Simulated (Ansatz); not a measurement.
# H2Ge–As, doublet: vertical spin and charge gaps

Geometry (PBE0/def2-TZVP stationary point for this spin, not checked as a minimum):

```
atom   x (Å)    y (Å)    z (Å)
  Ge  0.0000   0.0000   1.1006
  As  0.0000   0.0000  -1.1202
   H  0.0000   1.2662   1.9719
   H  0.0000  -1.2662   1.9719
```

Basis cc-pVDZ; Ansatz 0.2.0. Correlated methods freeze the noble-gas cores and the filled d shells of p-block atoms. Prefix R: restricted or restricted open-shell reference. Active spaces: valence = (11e, 10o) chosen from the atoms' valence shells. No spin–orbit coupling is included, and no scalar relativity.

Gaps are energies of the second state less the first, at fixed atoms, for a selection of the levels run; each method lands on the state that its own search finds for that charge and spin.

Unrestricted Kohn–Sham rows aren't spin-pure: their determinants' ⟨S²⟩ exceeds S(S+1) by up to 0.12, so they mix in states of higher spin, at the starting point too. For open shells CISD is restricted-active-space CI with the open shells as a complete middle space. A value is left out where its run failed or describes another state than the reference as far as symmetry and spin tell, or, spin-broken singlets apart, can't be checked.

Removing an electron, to the singlet: 8.549 eV at RCCSDTQ.

Large singles or doubles amplitudes warn of static correlation in the H2Ge–As doublet.

```
                   level  gap (eV)  error (meV)
                     RHF     8.062         -487
                    RMP2     8.646           97
                    CISD     8.453          -96
                   RCCSD     8.510          -39
                RCCSD(T)     8.550            1
                 BCCD(T)     8.548           -1
                  RCCSDT     8.549            0
               RCCSDT(Q)     8.549            0
  CASSCF (valence space)     7.852         -697
  NEVPT2 (valence space)     8.458          -91
  MRCISD (valence space)     8.491          -58
MRCISD+Q (valence space)     8.576           27
```

Question: PBE gives 8.503 eV for removing an electron, to the triplet. Estimate what RCCSDTQ gives in cc-pVDZ.

Answer: RCCSDTQ in cc-pVDZ gives 8.330 eV, so against it PBE is off by 0.173 eV.

Large singles or doubles amplitudes warn of static correlation in the H2Ge–As doublet.

| level | gap (eV) | error (meV) | ⟨S²⟩ where 0.1 over S(S+1) (first / second) |
| --- | --- | --- | --- |
| RHF | 7.217 | -1113 | – / – |
| RMP2 | 8.197 | -133 | – / – |
| CISD | 7.999 | -331 | – / – |
| RCCSD | 8.204 | -126 | – / – |
| RCCSD(T) | 8.310 | -20 | – / – |
| BCCD(T) | 8.307 | -23 | – / – |
| RCCSDT | 8.319 | -11 | – / – |
| RCCSDT(Q) | 8.330 | 0 | – / – |
| CASSCF (valence space) | 7.659 | -671 | – / – |
| NEVPT2 (valence space) | 8.253 | -77 | – / – |
| MRCISD (valence space) | 8.260 | -70 | – / – |
| MRCISD+Q (valence space) | 8.340 | 10 | – / – |
| r2SCAN | 8.563 | 233 | – / – |
| PBE0 | 8.446 | 116 | – / – |
| B3LYP | 8.517 | 187 | – / – |
| wB97M-V | 8.327 | -3 | – / – |
| B2PLYP | 8.363 | 33 | 0.87 / – |
| RPA-PBE | 8.440 | 110 | – / – |

Quartet less doublet: 1.880 eV at RCCSDTQ.

Large singles or doubles amplitudes warn of static correlation in the H2Ge–As doublet.

```tsv
level	gap (eV)	error (meV)	⟨S²⟩ where 0.1 over S(S+1) (first / second)
RHF	1.082	-798	– / –
RCCSD(T)	1.858	-22	– / –
BCCD(T)	1.855	-25	– / –
RCCSDT	1.868	-12	– / –
RCCSDT(Q)	1.879	-1	– / –
MRCISD+Q (valence space)	1.895	15	– / –
PBE	1.942	62	– / –
B3LYP	1.945	65	– / –
wB97M-V	1.749	-131	– / –
B2PLYP	1.887	7	0.87 / –
```

In so small a basis the reference is far from its limit while semilocal and hybrid functionals are nearer theirs (RPA and double hybrids share much of the reference's basis error), so the functionals' errors here hold much of the reference's basis and frozen-core error, which can add to them or hide them.

Full CI isn't at hand for all of this; RCCSDTQ serves as the reference, and is uncertain by about the last step of the cluster series.
